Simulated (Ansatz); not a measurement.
Results of PBEsol (Ansatz, a program for electronic structure, plane waves, PAW) for fcc Pb.

A relaxed, unreconstructed slab of the (210) face has 10 atoms, two equal faces of 27.216 Å² each and an energy of -117547.8363 eV. A bulk cell of 10 atoms with the same orientation and in-plane k mesh has -117549.4463 eV. Energies are extrapolated to zero smearing.

Settings: plane-wave cutoff 500 eV, 12×12×1 k mesh (along the axes of the cell as run), Fermi–Dirac smearing 0.1 eV, scalar-relativistic PAW data made under PBE.

Worked out: γ = (E_slab − N E_bulk per atom)/2A = [-117547.8363 − 10 × (-117549.4463/10)]/(2 × 27.216) = 0.0296 eV/Å². With 16.022 J/m² per eV/Å² this is 0.47 J/m², or 0.81 eV per surface cell and face.
